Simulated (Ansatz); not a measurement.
`FC1(F)C=C1` → 3 C• + 2 F• + 2 H•  (atomization)

Gas-phase electronic energies from Ansatz, PBE0-D4/def2-TZVP geometries. CBS: MP2 limit from def2 TZ/QZ plus the TZ coupled-cluster correction, frozen cores. This one scheme is used for every species, atoms too. Functionals use def2-TZVPP. Open shells (•) are unrestricted, without spin–orbit coupling. Spin–orbit coupling would lower the free atoms: a little for C, F.

```
     species  PBE0 energy (Eh)
`FC1(F)C=C1`        -314.91921
          C•         -37.80537
          F•         -99.67617
          H•          -0.50104
```

Task: Work out ΔE.

Result: ΔE = 3 × (-37.80537) + 2 × (-99.67617) + 2 × (-0.50104) − (-314.91921) = 1.14868 Eh = +3015.9 kJ/mol. CCSD(T)/CBS gives +2964.8 kJ/mol.

Task: What do rigid-rotor, harmonic-oscillator terms from PBE0-D4/def2-TZVP frequencies (298.15 K, 1 bar) make of the CCSD(T)/CBS value? (Estimate.)

Result: The calculation gave: ΔZPE = -108.7 kJ/mol, ΔH = +2885.9 kJ/mol, ΔS = 747 J/(mol·K), ΔG = +2663.2 kJ/mol. Open shells count their whole term as degenerate.

Largest T1 diagnostic among the species: 0.011.

At CCSD(T), def2-SVP lies −128.7 kJ/mol from the extrapolated value and def2-TZVPP −85.7 kJ/mol: correlation converges slowly with the basis, and small sets miss more of it in the bonded molecule than in its fragments. From BLYP to BHLYP (50 % exact exchange), in def2-TZVPP and without D4, ΔE moves by −162.7 kJ/mol: exact exchange takes away binding that semilocal exchange gives to molecules.

For atomizations the MP2-based limit and the directly extrapolated one differ by several kJ/mol either way, and by 10 to 25 for some Ge, Se and Sn compounds, so smaller differences from it don't rank the levels.
